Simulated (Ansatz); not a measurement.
Mulliken charges of C$_{3}$H$_{4}$ClF (`C=C(F)CCl`) from PBE/def2-TZVPP in Ansatz (PBE0-D4/def2-TZVP geometry).

| atom | x (Å) | y (Å) | z (Å) | charge (e) |
| --- | --- | --- | --- | --- |
| C1 | -0.450 | 0.751 | 1.134 | -0.224 |
| C2 | 0.387 | 0.233 | 0.254 | 0.177 |
| F3 | 1.682 | 0.569 | 0.265 | -0.156 |
| C4 | 0.060 | -0.758 | -0.795 | -0.095 |
| Cl5 | 0.248 | -0.069 | -2.434 | -0.138 |
| H6 | -0.106 | 1.452 | 1.883 | 0.103 |
| H7 | -1.495 | 0.479 | 1.110 | 0.095 |
| H8 | -0.970 | -1.091 | -0.693 | 0.113 |
| H9 | 0.733 | -1.613 | -0.740 | 0.125 |

By hand: the dipole of these point charges (1 e Å = 4.8032 D).

Σ q r = (-0.304, -0.264, 0.290) e Å, of length 0.496 e Å = 2.38 D.

How does the dipole of the full density compare? (An estimate is asked.)

Ansatz gave: (-0.274, -0.211, 0.295) e Å, 2.18 D; the point charges give 1.09 times that, at 5° from its direction.

Point charges leave out the atoms' own dipoles, such as those of lone pairs, and Mulliken's split depends on the basis, so the close match here is no proof of good charges.
